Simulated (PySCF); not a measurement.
Relaxation of singlet H4SS

Method: PBE0/[S def2-TZVP, H def2-TZVP], no relativity, density fitting, PySCF. A (50,194) grid was used.

A hand-made square pyramidal (ligand arrangement 1) start, of Cs symmetry, held to at least that symmetry:

Coordinates in bohr (charge 0 multiplicity 1):
```
S     0.0000    1.5975    0.3332
S     0.0000   -1.8775   -0.4055
H     0.0000    1.5975    2.8843
H     2.4954    1.5975   -0.1972
H     0.0000    4.0929   -0.1972
H    -2.4954    1.5975   -0.1972
```

Question: What forces act on the atoms at the start (eV/Å)?

Answer: 
```json
{"atom": "S1", "Fx": "0.00", "Fy": "-0.48", "Fz": "-0.14"}
{"atom": "S2", "Fx": "0.00", "Fy": "-3.32", "Fz": "-1.36"}
{"atom": "H3", "Fx": "0.00", "Fy": "1.37", "Fz": "0.10"}
{"atom": "H4", "Fx": "1.58", "Fy": "0.60", "Fz": "0.71"}
{"atom": "H5", "Fx": "0.00", "Fy": "1.23", "Fz": "-0.03"}
{"atom": "H6", "Fx": "-1.58", "Fy": "0.60", "Fz": "0.71"}
```

Question: What does it relax to?

Answer: It ends at C2v with S–H 1.378 Å (×2), S–H 1.416 Å (×2), S–S 1.952 Å; H–S–H 88.6° (×4), H–S–H 96.6°, H–S–H 175.7°, H–S–S 92.2° (×2), H–S–S 131.7° (×2). A frequency run shows a minimum. Other isomers or separated fragments may lie lower.

Question: How much energy is released, and in how many steps?

Answer: 94.4 kJ/mol in 9 steps.

The relaxation took about 2.2 core-minutes on a shared host.
